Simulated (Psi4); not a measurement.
Psi4 input (wB97X-D/6-311+G**):

```
memory 1500 MB

molecule {
0 2
Cl   -0.00000000   -0.00000000   -0.50551697
O     0.00000000    0.00000000    1.07422357
symmetry c1
no_reorient
no_com
}

set {
  basis 6-311+G**
  reference uks
  scf_type pk
  dft_radial_points 99
  dft_spherical_points 590
  e_convergence 1e-8
  d_convergence 1e-7
  maxiter 150
}

e = energy('wb97x-d')
print_out(f'\nFINAL {e:.10f} DIPOLE {variable("CURRENT DIPOLE")[0]:.6f} {variable("CURRENT DIPOLE")[1]:.6f} {variable("CURRENT DIPOLE")[2]:.6f}\n')
```

Output:

```
   => Loading Basis Set <=

    Name: 6-311+G**
    Role: ORBITAL
    Keyword: BASIS
    atoms 1 entry CL         line   468 file 6-311pgss.gbs
    atoms 2 entry O          line   171 file 6-311pgss.gbs

   => WB97X-D: Empirical Dispersion <=

    Chai and Head-Gordon Dispersion Correction
    Chai, J.-D.; Head-Gordon, M. (2010), J. Chem. Phys., 132: 6615-6620

        s6 =       1.000000

         ---------------------------------------------------------
                                   SCF
               by Justin Turney, Rob Parrish, Andy Simmonett
                          and Daniel G. A. Smith
                              UKS Reference
         ---------------------------------------------------------

  ==> Geometry <==

    Molecular point group: c1
    Full point group: C_inf_v

    Geometry (in Angstrom), charge = 0, multiplicity = 2:

       Center              X                  Y                   Z               Mass
    ------------   -----------------  -----------------  -----------------  -----------------
         CL           0.000000000000     0.000000000000    -0.505516970000    34.968852682000
         O            0.000000000000     0.000000000000     1.074223570000    15.994914619570

  Running in c1 symmetry.

  Rotational constants: A = ************  B =      0.61538  C =      0.61538 [cm^-1]
  Rotational constants: A = ************  B =  18448.77718  C =  18448.77718 [MHz]
  Nuclear repulsion =   45.556911928790534

  Charge       = 0
  Multiplicity = 2
  Electrons    = 25
  Nalpha       = 13
  Nbeta        = 12

  ==> Algorithm <==

  SCF Algorithm Type is PK.
  DIIS enabled.
  MOM disabled.
  Fractional occupation disabled.
  Guess Type is SAD.
  Energy threshold   = 1.00e-08
  Density threshold  = 1.00e-07
  Integral threshold = 1.00e-12

  ==> Primary Basis <==

  Basis Set: 6-311+G**
    Blend: 6-311+G**
    Number of shells: 24
    Number of basis functions: 52
    Number of Cartesian functions: 54
    Spherical Harmonics?: true
    Max angular momentum: 2

  ==> DFT Potential <==

   => LibXC <=

    Version 7.1.2
    S. Lehtola, C. Steigemann, M. J. T. Oliveira, and M. A. L. Marques,  SoftwareX 7, 1–5 (2018) (10.1016/j.softx.2017.11.002)

   => Composite Functional: WB97X-D <=

    wB97X-D Hyb-GGA Exchange-Correlation Functional

    J.-D. Chai and M. Head-Gordon,  Phys. Chem. Chem. Phys. 10, 6615–6620 (2008) (10.1039/B810189B)

    Deriv               =              1
    GGA                 =           TRUE
    Meta                =          FALSE

    Exchange Hybrid     =           TRUE
    MP2 Hybrid          =          FALSE

   => Exchange-Correlation Functionals <=

    1.0000   wB97X-D range-separated functional

   => Exact (HF) Exchange <=

    0.7780            HF,LR [omega = 0.2000]
    0.2220               HF

   => LibXC Density Thresholds  <==

    XC_HYB_GGA_XC_WB97X_D:  1.00E-14

   => Molecular Quadrature <=

    Radial Scheme          =       TREUTLER
    Pruning Scheme         =           NONE
    Nuclear Scheme         =       TREUTLER

    Blocking Scheme        =         OCTREE
    BS radius alpha        =              1
    Pruning alpha          =              1
    Radial Points          =             99
    Spherical Points       =            590
    Total Points           =         113681
    Total Blocks           =            944
    Max Points             =            256
    Max Functions          =             52
    Weights Tolerance      =       1.00E-15

  ==> Integral Setup <==

  Using in-core PK algorithm.
   Calculation information:
      Number of atoms:                   2
      Number of AO shells:              24
      Number of primitives:             45
      Number of atomic orbitals:        54
      Number of basis functions:        52

      Integral cutoff                 1.00e-12
      Number of threads:                 1

  Performing in-core PK
  Using 2850393 doubles for integral storage.
  We computed 43654 shell quartets total.
  Whereas there are 45150 unique shell quartets.

  Computing range-separated integrals for PK
  We computed 43654 wK shell quartets total.
  Whereas there are 45150 wK unique shell quartets.

  ==> DiskJK: Disk-Based J/K Matrices <==

    J tasked:                  Yes
    K tasked:                  Yes
    wK tasked:                 Yes
    Omega:               2.000E-01
    Schwarz Cutoff:          1E-12


  Cached 100.0% of DFT collocation blocks in 0.140 [GiB].

  Minimum eigenvalue in the overlap matrix is 8.2767935332E-03.
  Reciprocal condition number of the overlap matrix is 1.8896119523E-03.
    Using symmetric orthogonalization.

  ==> Pre-Iterations <==

  SCF Guess: Superposition of Atomic Densities via on-the-fly atomic UHF (no occupation information).

   -------------------------
    Irrep   Nso     Nmo
   -------------------------
     A         52      52
   -------------------------
    Total      52      52
   -------------------------

  ==> Iterations <==

                        Total Energy        Delta E     RMS |[F,P]|

   @UKS iter SAD:  -535.00626295517600   -5.35006e+02   0.00000e+00
   @UKS iter   1:  -535.18818944283157   -1.81926e-01   9.65010e-03 ADIIS/DIIS
   @UKS iter   2:  -535.08389193046730    1.04298e-01   1.42767e-02 ADIIS/DIIS
   @UKS iter   3:  -535.29555923688304   -2.11667e-01   9.61722e-04 ADIIS/DIIS
   @UKS iter   4:  -535.29737069088310   -1.81145e-03   5.78979e-04 ADIIS/DIIS
   @UKS iter   5:  -535.29843254882178   -1.06186e-03   2.11530e-04 ADIIS/DIIS
   @UKS iter   6:  -535.29881077511436   -3.78226e-04   7.32525e-05 DIIS
   @UKS iter   7:  -535.29885592686378   -4.51517e-05   1.48770e-05 DIIS
   @UKS iter   8:  -535.29885702559568   -1.09873e-06   3.73076e-06 DIIS
   @UKS iter   9:  -535.29885709155178   -6.59561e-08   1.50621e-06 DIIS
   @UKS iter  10:  -535.29885710375095   -1.21992e-08   6.17551e-07 DIIS
   @UKS iter  11:  -535.29885710592202   -2.17108e-09   1.05068e-07 DIIS
   @UKS iter  12:  -535.29885710598330   -6.12772e-11   1.65605e-08 DIIS
  Energy and wave function converged.

  ==> Post-Iterations <==

   Electrons on quadrature grid:
      Nalpha   =   13.0000000529 ; deviation = 5.286e-08
      Nbeta    =   12.0000000201 ; deviation = 2.006e-08
      Ntotal   =   25.0000000729 ; deviation = 7.292e-08

   @Spin Contamination Metric:   4.312477961E-03
   @S^2 Expected:                7.500000000E-01
   @S^2 Observed:                7.543124780E-01
   @S   Expected:                5.000000000E-01
   @S   Observed:                5.000000000E-01

    Orbital Energies [Eh]
    ---------------------

    Alpha Occupied:

       1A   -101.814861     2A    -19.354641     3A     -9.679866
       4A     -7.430370     5A     -7.423282     6A     -7.415639
       7A     -1.214934     8A     -0.899213     9A     -0.584950
      10A     -0.580985    11A     -0.543525    12A     -0.419274
      13A     -0.382775

    Alpha Virtual:

      14A      0.018178    15A      0.082308    16A      0.114648
      17A      0.118505    18A      0.140925    19A      0.241280
      20A      0.261712    21A      0.270709    22A      0.351123
      23A      0.493644    24A      0.496779    25A      0.504316
      26A      0.820525    27A      0.840743    28A      0.873790
      29A      0.877208    30A      0.881387    31A      1.073144
      32A      1.135787    33A      1.161226    34A      1.209059
      35A      1.546650    36A      2.238610    37A      2.255065
      38A      2.372795    39A      2.809676    40A      2.809685
      41A      2.879297    42A      2.921880    43A      3.382436
      44A      4.954955    45A      5.003332    46A      5.045949
      47A      9.705418    48A     25.806888    49A     25.819160
      50A     26.173480    51A     49.854322    52A    215.749924

    Beta Occupied:

       1A   -101.812998     2A    -19.336343     3A     -9.677865
       4A     -7.429806     5A     -7.416128     6A     -7.414312
       7A     -1.175894     8A     -0.865428     9A     -0.563747
      10A     -0.531476    11A     -0.500415    12A     -0.366569

    Beta Virtual:

      13A     -0.102643    14A      0.030952    15A      0.083002
      16A      0.117063    17A      0.118393    18A      0.145868
      19A      0.242959    20A      0.272581    21A      0.277638
      22A      0.353388    23A      0.496543    24A      0.502182
      25A      0.504836    26A      0.844759    27A      0.851776
      28A      0.885933    29A      0.892808    30A      0.893060
      31A      1.083187    32A      1.168916    33A      1.176435
      34A      1.219799    35A      1.567618    36A      2.258864
      37A      2.259488    38A      2.377679    39A      2.876716
      40A      2.881113    41A      2.937362    42A      2.944321
      43A      3.412919    44A      5.022370    45A      5.045406
      46A      5.068327    47A      9.707147    48A     25.808264
      49A     25.819444    50A     26.173486    51A     49.874589
      52A    215.751488

    Final Occupation by Irrep:
              A
    DOCC [    12 ]
    SOCC [     1 ]
    NA   [    13 ]
    NB   [    12 ]

  @UKS Final Energy:  -535.29885710598330

   => Energetics <=

    Nuclear Repulsion Energy =             45.5569119287905338
    One-Electron Energy =                -828.5476349106795624
    Two-Electron Energy =                 274.3528825505652549
    DFT Exchange-Correlation Energy =     -26.6610129004594754
    Empirical Dispersion Energy =          -0.0000037742000438
    VV10 Nonlocal Energy =                  0.0000000000000000
    Total Energy =                       -535.2988571059833021

  UHF NO Occupations:
  HONO-2 :   11  A 1.9995035
  HONO-1 :   12  A 1.9988355
  HONO-0 :   13  A 1.0000000
  LUNO+0 :   14  A 0.0011645
  LUNO+1 :   15  A 0.0004965
  LUNO+2 :   16  A 0.0002678
  LUNO+3 :   17  A 0.0001678

Computation Completed

Properties will be evaluated at   0.000000,   0.000000,   0.000000 [a0]

Properties computed using the SCF density matrix

 Multipole Moments:

 ------------------------------------------------------------------------------------
     Multipole            Electronic (a.u.)      Nuclear  (a.u.)        Total (a.u.)
 ------------------------------------------------------------------------------------

 L = 1.  Multiply by 2.5417464519 to convert [e a0] to [Debye]
 Dipole X            :         -0.0000000            0.0000000           -0.0000000
 Dipole Y            :         -0.0000000            0.0000000           -0.0000000
 Dipole Z            :         -0.6074197            0.0000001           -0.6074195
 Magnitude           :                                                    0.6074195

 ------------------------------------------------------------------------------------

FINAL -535.2988571060 DIPOLE -0.000000 -0.000000 -0.607420

*** Psi4 exiting successfully. Buy a developer a beer!
```
